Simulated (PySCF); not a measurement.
Species: CFCl3.
SMILES: `FC(Cl)(Cl)Cl`

The closed-shell ground state was solved at several levels (PySCF, density fitting, gas phase, non-relativistic). Isolated species at its GFN2-xTB geometry, gas phase.

| level | basis functions | total energy (Eh) | HOMO (eV) | LUMO (eV) | gap (eV) | dipole (D) |
| --- | --- | --- | --- | --- | --- | --- |
| PBE/def2-TZVPP | 188 | -1517.9380 | -7.66 | -2.35 | 5.31 | 0.28 |
| OPBE/def2-TZVPP | 188 | -1518.5038 | -7.70 | -2.27 | 5.43 | 0.22 |
| HF/def2-TZVPP | 188 | -1515.8669 | -12.59 | 2.97 | 15.56 | 0.51 |
| KT3/def2-TZVPP | 188 | -1529.6674 | -7.80 | -2.51 | 5.29 | 0.30 |
| PW91/def2-SVPD | 124 | -1517.9476 | -7.89 | -2.57 | 5.32 | 0.32 |
| BLYP/def2-TZVPP | 188 | -1518.6049 | -7.50 | -2.24 | 5.26 | 0.32 |
| KT2/def2-TZVPP | 188 | -1530.8054 | -7.78 | -2.56 | 5.22 | 0.31 |
| B3LYP/def2-TZVPP | 188 | -1518.6688 | -8.85 | -1.55 | 7.30 | 0.39 |

(1) Estimate the row for BP86/def2-TZVPP, a basis of 188 functions; the other rows only guide the guess.

(2) Over all these levels, which gives the widest orbital gap and which the narrowest?

(3) In the def2-TZVPP basis, how does the gap go with the fixed share of exact exchange?

(4) How far do the dipole and the HOMO energy spread over the levels?

Results:

(1) Total energy -1518.7659 Eh, HOMO -7.77 eV, LUMO -2.48 eV, gap 5.29 eV, dipole 0.28 D.

(2) HF/def2-TZVPP (Hartree–Fock, all exact exchange) has the widest, 15.56 eV, and KT2/def2-TZVPP (GGA) the narrowest, 5.22 eV. The two share the basis. From the narrowest to the widest the HOMO moves by -4.81 eV and the LUMO by +5.53 eV.

(3) KT2 (0 %) 5.22 eV; BLYP (0 %) 5.26 eV; BP86 (0 %) 5.29 eV; KT3 (0 %) 5.29 eV; PBE (0 %) 5.31 eV; OPBE (0 %) 5.43 eV; B3LYP (20 %) 7.30 eV; HF (100 %) 15.56 eV. Each rise in the share widens the gap here.

(4) The dipole runs from 0.22 to 0.51 D (mean 0.32 D) and the HOMO from -12.59 to -7.50 eV.
